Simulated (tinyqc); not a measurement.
Worked calculation: MP2 on RHF in the sto-6g basis, for HF, spin multiplicity 1. One step of it, computed by the program tinyqc.

Question. Second-order Moller-Plesset energy. E2 = sum_ijab (ia|jb) [2 (ia|jb) - (ib|ja)] / (e_i + e_j - e_a - e_b) over occupied i, j and virtual a, b; the opposite-spin part is (ia|jb)^2 / denominator, the rest is same-spin, and SCS-MP2 scales them by 6/5 and 1/3.

orbital energies (hartree): MO1 -26.241505, MO2 -1.471684, MO3 -0.579358, MO4 -0.472267, MO5 -0.472267, MO6 0.570146

Two-electron integrals over orbitals (pq|rs), unique and non-zero (hartree):
```
(11|11) 5.381120    (21|11) -0.519340   (21|21) 0.080959    (22|11) 1.222652
(22|21) -0.021535   (22|22) 0.861821    (31|11) 0.159007    (31|21) -0.023068
(31|22) 0.012740    (31|31) 0.023549    (32|11) -0.147874   (32|21) 0.008828
(32|22) -0.023943   (32|31) 0.020870    (32|32) 0.156013    (33|11) 0.996700
(33|21) -0.010473   (33|22) 0.752404    (33|31) -0.005347   (33|32) -0.044796
(33|33) 0.760095    (41|41) 0.030394    (42|41) 0.039126    (42|42) 0.182405
(43|41) -0.010912   (43|42) -0.040897   (43|43) 0.046482    (44|11) 1.265974
(44|21) -0.013747   (44|22) 0.883048    (44|31) 0.004043    (44|32) -0.076602
(44|33) 0.749149    (44|44) 0.998085    (51|51) 0.030394    (52|51) 0.039126
(52|52) 0.182405    (53|51) -0.010912   (53|52) -0.040897   (53|53) 0.046482
(54|54) 0.053789    (55|11) 1.265974    (55|21) -0.013747   (55|22) 0.883048
(55|31) 0.004043    (55|32) -0.076602   (55|33) 0.749149    (55|44) 0.890506
(55|55) 0.998085    (61|11) 0.169881    (61|21) -0.028657   (61|22) 0.001199
(61|31) -0.008596   (61|32) -0.025165   (61|33) 0.011662    (61|44) 0.004180
(61|55) 0.004180    (61|61) 0.026725    (62|11) -0.243556   (62|21) 0.005976
(62|22) -0.126759   (62|31) -0.020437   (62|32) -0.049712   (62|33) -0.037325
(62|44) -0.124160   (62|55) -0.124160   (62|61) 0.015837    (62|62) 0.096223
(63|11) -0.361444   (63|21) 0.005727    (63|22) -0.173972   (63|31) 0.002344
(63|32) 0.093496    (63|33) -0.120877   (63|44) -0.200747   (63|55) -0.200747
(63|61) -0.005867   (63|62) 0.055365    (63|63) 0.181777    (64|41) -0.010409
(64|42) -0.040966   (64|43) -0.015627   (64|64) 0.031145    (65|51) -0.010409
(65|52) -0.040966   (65|53) -0.015627   (65|65) 0.031145    (66|11) 0.885769
(66|21) -0.008902   (66|22) 0.678556    (66|31) 0.015382    (66|32) 0.069008
(66|33) 0.670133    (66|44) 0.649048    (66|55) 0.649048    (66|61) -0.009487
(66|62) -0.066797   (66|63) -0.013502   (66|66) 0.714265
```

Hartree-Fock energy = -99.50159701 hartree

Give: Terms; Pair energies; MP2 correlation energy; SCS-MP2 correlation energy; MP2 total energy.

Answer.

Terms:
```
i  j  a  b  (ia|jb)  (ib|ja)  denominator       term
3  3  6  6   0.1818   0.1818      -2.2990    -0.0144
2  2  6  6   0.0962   0.0962      -4.0837    -0.0023
2  3  6  6   0.0554   0.0554      -3.1913    -0.0010
3  2  6  6   0.0554   0.0554      -3.1913    -0.0010
5  5  6  6   0.0311   0.0311      -2.0848  -4.65e-04
4  4  6  6   0.0311   0.0311      -2.0848  -4.65e-04
1  1  6  6   0.0267   0.0267     -53.6233  -1.33e-05
2  1  6  6   0.0158   0.0158     -28.8535  -8.69e-06
1  2  6  6   0.0158   0.0158     -28.8535  -8.69e-06
3  1  6  6  -0.0059  -0.0059     -27.9612  -1.23e-06
1  3  6  6  -0.0059  -0.0059     -27.9612  -1.23e-06
```

Pair energies (hartree; pair i-j sums ij and ji):
```
pair  opposite spin  same spin
1-1       -1.33e-05     0.0000
2-1       -1.74e-05     0.0000
2-2         -0.0023     0.0000
3-1       -2.46e-06     0.0000
3-2         -0.0019     0.0000
3-3         -0.0144     0.0000
4-4       -4.65e-04     0.0000
5-5       -4.65e-04     0.0000
```

MP2 correlation energy = -0.019525 hartree

SCS-MP2 correlation energy = -0.023430 hartree

MP2 total energy = -99.521122 hartree
